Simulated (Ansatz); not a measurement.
Cost and result up the ladder for the cluster Al2H2 (4 atoms). Total charge 0; singlet. Geometry: PBE-D4/def2-TZVP.

| atom | x (Å) | y (Å) | z (Å) |
| --- | --- | --- | --- |
| Al1 | 1.351 | -0.074 | 1.607 |
| Al2 | -0.816 | -0.208 | 0.056 |
| H3 | -1.459 | -0.049 | -1.437 |
| H4 | 0.924 | 0.331 | -0.226 |

Ansatz on 4 threads of Arm Neoverse V1 on a shared host. Times are rough, and most runs start from the orbitals of an earlier one. No level here is sound enough to serve as a yardstick. Binding counts from free atoms at the same level (Al doublet, H doublet; other spins of the atoms weren't run), without zero-point energy or a counterpoise term.

Correlated methods freeze 10 core orbitals. Another isomer (singlet) lies 0.46 eV lower at PBE0-D4/def2-TZVP; other spin states weren't run for this one.

Run but left out: B2PLYP/def2-TZVP (restricted singlet, unstable in another Hartree–Fock run and untested here).

Correlated methods converge slowly with the basis.

```csv
level,functions,wall time
PBE0-D4/def2-TZVP,86,0.45 s
PBE-D4/def2-TZVP (with forces),86,0.45 s
r2SCAN-D4/def2-TZVP,86,0.85 s
r2SCANh-D4/def2-TZVP,86,0.9 s
CCSD(T)/def2-TZVPP,112,1.1 s
```

Task: Estimate what each level gives for the binding energy per atom (eV).

Result: 
```csv
level,binding energy per atom (eV),remarks
PBE0-D4/def2-TZVP,1.80,restricted SCF unstable in HF
PBE-D4/def2-TZVP (with forces),1.83,restricted SCF unstable in HF
r2SCAN-D4/def2-TZVP,1.84,restricted SCF unstable in HF
r2SCANh-D4/def2-TZVP,1.82,restricted SCF unstable in HF
CCSD(T)/def2-TZVPP,1.80,restricted SCF unstable
```
